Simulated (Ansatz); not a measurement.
**Property card for V₃O₅**

Level of theory: Ansatz, DFT PBEsol, scalar-relativistic, plane waves, PAW.

Cutoff 420 eV; k points 8×8×6 on the computed 16-atom cell (Γ-centred); Gaussian smearing, width 0.10 eV; collinear spin from starting moments 1.02 1.12 1.02 1.12 -1 1.27 0 0 0 0 0 0 0 0 0 0 μB.

The structure is relaxed at this level of theory with its symmetry kept. Whether it is the stable form of this composition wasn't checked.

Symmetry: P-1, No. 2, triclinic system. Conventional cell: a = 4.851 Å, b = 5.483 Å, c = 7.068 Å, α = 110.17°, β = 90.28°, γ = 115.46°. V (site symmetry 1) has 6 O at 1.82 to 2.09 Å as nearest neighbours. V (site symmetry 1) has 6 O at 1.86 to 2.06 Å as nearest neighbours. V (site symmetry -1) is surrounded by 6 O at 1.97 to 2.00 Å. V (site symmetry -1) has 6 O at 1.95 to 1.99 Å as nearest neighbours. Around O (site symmetry 1) lie 4 V at 1.98 to 2.06 Å. O (site symmetry 1) is surrounded by 3 V at 1.82 to 1.97 Å. Around O (site symmetry 1) lie 3 V at 1.86 to 1.97 Å. O (site symmetry 1) has 4 V at 1.95 to 2.09 Å as nearest neighbours.

| Quantity | Value |
| --- | --- |
| Volume per atom | 66.1 bohr³ |
| Formation energy from the elements' standard states (uncorrected) | -2.372 eV/atom |
| Kohn–Sham band gap | none (metal) |
| Density of states at the Fermi level | 13.10 states/eV per cell |
| Löwdin character within 0.5 eV of the Fermi level | V 3d 86 %, O 2p 12 % |
| Total moment | 5.54 μB per cell |
| Site moments (μB; atoms counted from 1 over the whole cell) | V (atom 1) 0.93, V (atom 2) 1.01, V (atom 3) 0.93, V (atom 4) 1.01, V (atom 5) -0.91, V (atom 6) 1.15, O (atom 10) -0.04, O (atom 12) -0.04 |

The run saw a state lower than the one given here.

Only this magnetic start was tried.

Cost: 1 run of about 23 core-minutes, on Intel Xeon Platinum 8488C (Sapphire Rapids) (shared hosts).